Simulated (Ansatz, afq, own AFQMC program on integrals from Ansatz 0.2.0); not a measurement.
## Where AFQMC and coupled cluster stand for Si$_{2}$H$_{5}$, doublet

```yaml
atoms:
  - { symbol: Si, position_ang: [-1.5690, 0.0244, 0.0000] }
  - { symbol: H, position_ang: [-2.0639, 1.4241, 0.0000] }
  - { symbol: H, position_ang: [-2.0639, -0.6755, 1.2122] }
  - { symbol: H, position_ang: [-2.0639, -0.6755, -1.2122] }
  - { symbol: H, position_ang: [0.0690, 0.0244, 0.0000] }
  - { symbol: Si, position_ang: [1.7130, 0.0244, 0.0000] }
  - { symbol: H, position_ang: [2.1094, -1.4552, 0.0000] }
```

Basis cc-pVDZ. Noble-gas cores (and the filled d shells of Ga–Kr and In–Xe) are frozen. AFQMC by an in-house program on the Cholesky factors that Ansatz 0.2.0 writes for its CCSD(T) run. The CISD trial takes its coefficients from CCSD amplitudes. Released means that phaseless walkers are propagated on without the constraint, phases kept. Error bars are statistical, one sigma.

Determinant: UHF, the one that the program's search chose, which needn't be the lowest solution. The geometry is a point of a scan.

No full CI on the walks' own integrals is used here; CCSDT(Q) serves as the reference and is uncertain by about the last step of the cluster series.

The T1 diagnostic is 0.0197. The weight of the determinant in the CISD state is 0.850 and the ⟨S²⟩ of the determinant is 0.774. The size of the correlated space is 13 electrons in 51 orbitals.

Reference: CCSDT(Q), correlation energy -6.907 eV. The released energy is read at 2.40 1/Eh (meV from the phaseless value at times in 1/Eh: -2 ± 3 at 0.24, -3 ± 3 at 0.51, -6.1 ± 2.5 at 0.99, -6 ± 3 at 1.62, -2 ± 3 at 2.40).

```csv
level,E − E(reference) (mEh),share of correlation (%)
HF,253.81,0.00
MP2,60.23,76.27
CCSD,7.77,96.94
CCSD(T),1.68,99.34
CCSDT,0.25,99.90
ph-AFQMC/CISD,0.23 ± 0.12,99.91
released AFQMC,0.16 ± 0.10,99.94
```

A walk keeps the symmetry of its determinant, which the program's search chose and which needn't be the lowest solution, so a lower state of the same spin and another symmetry isn't excluded. Released energies are given only where the last usable release times agree within the noise; a slower fall can still hide under it.
